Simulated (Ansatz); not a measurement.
Results of PBE-D3(BJ) (plane waves, PAW; Ansatz, a first-principles code) for rutile CrO2.

The input as run:

Ansatz 0.2 input:
```yaml
crystal:
  lattice:
    - [4.3908849189, 0.0, 0.0]
    - [0.0, 4.3908849189, 0.0]
    - [0.0, 0.0, 2.8923359694]
  atoms:
    - { symbol: Cr, position: [0.0, 0.0, 0.0], spin: 2.5 }
    - { symbol: Cr, position: [0.5, 0.5, 0.5], spin: 2.5 }
    - { symbol: O, position: [0.3032153592, 0.3032153592, 0.0], spin: 0.0 }
    - { symbol: O, position: [0.8032153592, 0.1967846408, 0.5], spin: 0.0 }
    - { symbol: O, position: [0.1967846408, 0.8032153592, 0.5], spin: 0.0 }
    - { symbol: O, position: [0.6967846408, 0.6967846408, 0.0], spin: 0.0 }
basis:
  ecutwfc: 520
  ecutrho_ratio: 4
  xc_grid: 2
kpoints:
  mp_grid: { grid: [12, 12, 18] }
hamiltonian:
  xc: pbe
  dispersion: d3bj
  pseudopotentials: { kind: paw }
scf:
  occupations: { method: fermi_dirac, width: 0.05 }
output:
  forces: true
  stress: true
  eigenvalues: true
magnetization:
  spin_polarized: true
relax:
  f_tol: 0.004
  escape_saddle: false
  max_steps: 80
  cell: { stress_tol: 0.02, fix: [volume] }
```

Excerpt of the program's output:

```
Relaxation: its limit of steps is 80 (relax.max_steps)
Crystal: 6 atoms, lattice volume = 55.764 Å³
Basis set: ecut = 520 eV, 1503 PW (Γ), exchange–correlation on 72×72×48 points (8 copies of the dense FFT grid, shifted against one another)
Bands: 35, of which v1, the nominal top of the filled ones, is band 26 counted from 1 (25 counted from 0)
Symmetry: 16 space group operations
Space group: P42/mnm (ITA 136), of the structure as read, at distance tolerance 3.8e-5 Å
k-points: 280 of 2592
Initial density: superposition of atomic densities (chi_scale 0.1, normalization cell, long waves kept (reshape's long-wave potential 0.00 eV rms))
Functional: x = pbe(κ = 0.804, μ = 0.2195149727645171), c = pbe(β = 0.06672455060314922)
spin=Collinear: Kerker preconditioning applied to the charge; magnetization (m = ρ↑ − ρ↓) channel mixes plain (no charge-response kernel on spin).
SCF 1 converged in 11 iterations: F = -9027.937241 eV  dr2 = 5.07e-8
Crystal: 6 atoms, lattice volume = 55.764 Å³
Initial density: handed on by an earlier stage of this run
spin=Collinear: Kerker preconditioning applied to the charge; magnetization (m = ρ↑ − ρ↓) channel mixes plain (no charge-response kernel on spin).
SCF 2 converged in 5 iterations: F = -9027.937546 eV  dr2 = 1.67e-7
Crystal: 6 atoms, lattice volume = 55.764 Å³
spin=Collinear: Kerker preconditioning applied to the charge; magnetization (m = ρ↑ − ρ↓) channel mixes plain (no charge-response kernel on spin).
SCF 3 converged in 6 iterations: F = -9027.937896 eV  dr2 = 2.46e-7
Crystal: 6 atoms, lattice volume = 55.764 Å³
spin=Collinear: Kerker preconditioning applied to the charge; magnetization (m = ρ↑ − ρ↓) channel mixes plain (no charge-response kernel on spin).
SCF 4 converged in 8 iterations: F = -9027.937894 eV  dr2 = 1.98e-13
SCF converged after 8 iterations
Magnetization: 4.0000 μB (28.0000 up, 24.0000 down)
Free energy (F): -9027.937894 eV
Internal energy: -9027.926480 eV  (E = F + TS)
E sigma→0 (E₀):  -9027.932187 eV
Fermi energy:    11.211877 eV
--- Forces (eV/Å), atoms counted from 1 ---
  atom   1  Cr     0.00000000    -0.00000000    -0.00000000
  atom   2  Cr    -0.00000000    -0.00000000     0.00000000
  atom   3  O     -0.00057664    -0.00057664    -0.00000000
  atom   4  O     -0.00057664     0.00057664    -0.00000000
  atom   5  O      0.00057664    -0.00057664     0.00000000
  atom   6  O      0.00057664     0.00057664     0.00000000
--- Stress (GPa, compression-positive) ---
        5.112361      -0.000000       0.000000
       -0.000000       5.112361       0.000000
        0.000000       0.000000       5.110734
  P = ⅓ Tr σ = 5.1118 GPa (51.118 kbar)
```

The cell is one volume of an energy–volume scan, off the minimum.

Cost on a shared machine: roughly 6 core-minutes.
